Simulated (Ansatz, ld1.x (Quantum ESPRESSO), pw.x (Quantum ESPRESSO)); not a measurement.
From atom to crystal: TM potential for Nb (Z = 41)

ld1.x (Quantum ESPRESSO) 7.5 input, shortened:

```
&input
   title='Nb', zed=41., rel=1, dft='PW', iswitch=3,
   config='[Kr] 4d4 5s1 5p0'
 /
 &inputp
   pseudotype=2, tm=.true., lloc=0,
   nlcc=.true., rcore=1.40
 /
3
5P  2  1   0.00   0.00  4.20  4.20  0.0
4D  3  2   4.00   0.00  2.10  2.10  0.0
5S  1  0   1.00   0.00  3.20  3.20  0.0
 &test
   configts(1)='4d4 5s1 5p0'
 /
```

Atomic tests: cutoffs needed: 35 Ry and 40 Ry (the cutoffs (Ry, on a coarse ladder) from which the occupation-weighted sum of valence levels, in a spherical-Bessel basis at the reference potential, stays within 10 and 1 mRy of its value at 400 Ry); ghost test: no extra level below or beside the all-electron valence levels (p, d, s, f tested) (spherical-Bessel basis up to 400 Ry, 20 bohr box); configuration tests: 1 of 9 tests not solved or not reliable.

Crystal test: fcc Nb in pw.x 7.5, no spin, 14³ k-points, Fermi–Dirac smearing 0.01 Ry, cutoffs 50/200 Ry. The lattice is a test structure that the element need not adopt, and mesh and smearing are coarse.

pw.x input:

```
&control
  calculation='scf', prefix='x', pseudo_dir='./', outdir='./tmp', tstress=.true., disk_io='none'
/
&system
  ibrav=0, nat=1, ntyp=1, ecutwfc=50, ecutrho=200, nbnd=9,
  occupations='smearing', smearing='fd', degauss=0.01
/
&electrons
  conv_thr=1e-09, mixing_beta=0.4, electron_maxstep=70
/
ATOMIC_SPECIES
Nb 1.0 Nb.UPF
CELL_PARAMETERS angstrom
  0.00000000 2.06834613 2.06834613
  2.06834613 0.00000000 2.06834613
  2.06834613 2.06834613 0.00000000
ATOMIC_POSITIONS crystal
Nb 0.0000 0.0000 0.0000
K_POINTS automatic
14 14 14 0 0 0
```

```bash
pw.x < Nb.scf.in > Nb.scf.out
```

Problem. How does the run end?

Solution. It converges; the pressure is 9.15 GPa against 0.54 GPa from all-electron LAPW. The largest radius (4.20 bohr) exceeds half the bond length (2.76 bohr), so the spheres overlap, which is one possible source of error among others. This is a poor potential for the solid. Atomic configuration tests: 1 of 9 tests not solved or not reliable. The log shows:

```
     number of Kohn-Sham states=            9
     kinetic-energy cutoff     =      50.0000  Ry
     charge density cutoff     =     200.0000  Ry
     scf convergence threshold =      1.0E-09
     Exchange-correlation= PW
     number of k points=   104  Fermi-Dirac smearing, width (Ry)=  0.0100
     iteration #  1     ecut=    50.00 Ry     beta= 0.40
     total energy              =     -20.70293820 Ry
     estimated scf accuracy    <       0.07157605 Ry
     iteration #  2     ecut=    50.00 Ry     beta= 0.40
     total energy              =     -20.70014272 Ry
     estimated scf accuracy    <       0.01151823 Ry
     iteration #  3     ecut=    50.00 Ry     beta= 0.40
     total energy              =     -20.70234142 Ry
     estimated scf accuracy    <       0.00007779 Ry
     iteration #  4     ecut=    50.00 Ry     beta= 0.40
     c_bands:  1 eigenvalues not converged
     total energy              =     -20.70235688 Ry
     estimated scf accuracy    <       0.00002717 Ry
     iteration #  5     ecut=    50.00 Ry     beta= 0.40
     total energy              =     -20.70236144 Ry
     estimated scf accuracy    <       0.00000015 Ry
     iteration #  6     ecut=    50.00 Ry     beta= 0.40
     total energy              =     -20.70236144 Ry
     estimated scf accuracy    <       0.00000009 Ry
     iteration #  7     ecut=    50.00 Ry     beta= 0.40
     the Fermi energy is    11.5023 ev
!    total energy              =     -20.70236145 Ry
     estimated scf accuracy    <          9.0E-10 Ry
     smearing contrib. (-TS)   =      -0.00666571 Ry
     The total energy is F=E-TS. E is the sum of the following terms:
     one-electron contribution =       8.41160322 Ry
     hartree contribution      =       0.14769465 Ry
     xc contribution           =     -14.59228498 Ry
     ewald contribution        =     -14.66270863 Ry
     convergence has been achieved in   7 iterations
          total   stress  (Ry/bohr**3)                   (kbar)     P=       91.50
     Message from routine punch:
     Nothing written, as per user request (disk_io='none')
```
